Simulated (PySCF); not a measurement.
## Molecular orbitals of AlO⁻

PBE0 at R = 1.640 Å; basis Al def2-TZVPPD, O def2-TZVPPD; no relativity; PySCF 2.14. State: ¹Σ⁺ (singlet), closed shell. Only the outer orbitals are listed, counted within each symmetry.

| orbital | occ. | ε (eV) | on Al (%) | main shells (%) |
| --- | --- | --- | --- | --- |
| 5σ | 2 | -17.67 | 13 | 86 O s |
| 6σ | 2 | -3.32 | 44 | 53 O p, 43 Al s |
| 2π | 2 | -1.50 | 17 | 83 O p, 13 Al p |
| 2π | 2 | -1.50 | 17 | 83 O p, 13 Al p |
| 7σ | 2 | -0.61 | 70 | 42 Al s, 27 Al p, 24 O p |
| 3π | 0 | 4.03 | 74 | 43 Al p, 32 Al d, 26 O p |
| 3π | 0 | 4.03 | 74 | 43 Al p, 32 Al d, 26 O p |

Problem. Which are the highest filled and the lowest empty level, where do they sit, and how wide is the gap?

Solution. Highest filled 7σ at -0.61 eV (in %: 42 Al s, 27 Al p, 24 O p); lowest empty 3π at 4.03 eV (in %: 43 Al p, 32 Al d, 26 O p); the gap at PBE0 is 4.64 eV. An empty level above zero is unbound, and its energy depends on the basis.

```json
{
  "bond order (Mayer)": "1.95",
  "⟨S²⟩": "0.000",
  "charge on Al (Mulliken, basis-dependent)": "-0.24",
  "charge on Al (Löwdin, basis-dependent)": "-0.12",
  "dipole moment (positive dipole points towards O; it is taken about the centre of mass and depends on that origin)": "-1.35 D",
  "polarisability along the bond": "85.5 bohr³",
  "polarisability across the bond": "74.6 bohr³"
}
```
